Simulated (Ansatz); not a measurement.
# C₃H₆FNO: one species, many methods

The task here is to estimate one member of a computed series from the others.

Computed with Ansatz 0.2.0, Gaussian basis. Level: functionals in def2-TZVPP, the program's frozen cores in correlated methods.

Plan: PBE-D4, r2SCAN-D4, PBE0-D4, B3LYP-D4, ωB97X-V, ωB97M-V, B2PLYP; CCSD(T)/def2-TZVPP; MP2/def2-QZVPP; extrapolation to the limit.

## The relaxed structure

An earlier PBE0-D4 in a triple-zeta def2 set relaxation fixed the geometry.

SMILES `CC(F)OC=N`, 12 atoms, charge 0, spin multiplicity 1.

Atoms are counted from 1 here; the program's logs count them from 0.

Bond lengths: C1–C2 1.499 Å, C1–H7 1.090 Å, C1–H8 1.091 Å, C1–H9 1.091 Å, C2–F3 1.373 Å, C2–O4 1.404 Å, C2–H10 1.092 Å, O4–C5 1.346 Å, C5–N6 1.255 Å, C5–H11 1.092 Å, N6–H12 1.014 Å. Angles: C2–C1–H7 109.6°, C2–C1–H8 109.9°, C2–C1–H9 110.0°, H7–C1–H8 109.2°, H7–C1–H9 109.0°, H8–C1–H9 109.1°, C1–C2–F3 109.6°, C1–C2–O4 108.3°, C1–C2–H10 114.2°, F3–C2–O4 108.0°, F3–C2–H10 107.0°, O4–C2–H10 109.6°, C2–O4–C5 117.5°, O4–C5–N6 123.8°, O4–C5–H11 108.9°, N6–C5–H11 127.2°, C5–N6–H12 110.7°.

The first run:

Contents of in.yaml:

```yaml
crystal:
  periodic: [false, false, false]
  atoms:
    - {symbol: C, position_ang: [-0.580700, -1.791682, 0.133274]}
    - {symbol: C, position_ang: [-0.502983, -0.330183, -0.188816]}
    - {symbol: F, position_ang: [-0.974915, -0.112510, -1.459408]}
    - {symbol: O, position_ang: [0.846000, 0.058296, -0.153988]}
    - {symbol: C, position_ang: [1.110845, 1.365307, 0.029649]}
    - {symbol: N, position_ang: [0.227578, 2.238943, 0.209787]}
    - {symbol: H, position_ang: [-1.613821, -2.129425, 0.048996]}
    - {symbol: H, position_ang: [0.040421, -2.358253, -0.561894]}
    - {symbol: H, position_ang: [-0.231271, -1.969040, 1.151156]}
    - {symbol: H, position_ang: [-1.084553, 0.306321, 0.480655]}
    - {symbol: H, position_ang: [2.192306, 1.514887, 0.002934]}
    - {symbol: H, position_ang: [0.648193, 3.152240, 0.341656]}
basis:
  gaussian: {orbitals: def2-TZVPP}
hamiltonian: {xc: pbe, dispersion: d4}
output: {forces: true, orbitals: {seedname: orbitals}}
```

Launch:

```sh
ansatz run in.yaml --threads 4 --pin off --events-out ev --progress --plain --max-ram 10444MiB
```

Steps of the session up to this table: PBE-D4 (GGA); r2SCAN-D4 (meta-GGA); PBE0-D4 (hybrid); B3LYP-D4 (hybrid); ωB97X-V (range-separated); ωB97M-V (range-separated); B2PLYP (double hybrid); CCSD(T) in def2-TZVPP; MP2 in def2-QZVPP.

One table of the session follows, with a row left open; its other results are not shown here.

```
            method  atomisation energy (eV)
            PBE-D4                   51.792
         r2SCAN-D4                   50.163
           PBE0-D4                   50.344
          B3LYP-D4                   50.095
           ωB97X-V                   50.194
           ωB97M-V                        ?
            B2PLYP                   49.586
     HF/def2-TZVPP                   34.799
    MP2/def2-TZVPP                   49.757
   CCSD/def2-TZVPP                   47.692
CCSD(T)/def2-TZVPP                   48.602
           MP2/CBS                   51.126
       CCSD(T)/CBS                   49.970
```

Q: Estimate the row for ωB97M-V from the others.

The run gave: atomisation energy (eV): 50.251. In the column «atomisation energy (eV)» it lies between ωB97X-V (50.194) and PBE0-D4 (50.344).

Caveats from the session: Free atoms (3 C, 1 F, 1 O, 1 N, 6 H) were run apart at each level; the atomisation energy is their sum less the molecule, without zero-point or spin-orbit terms.
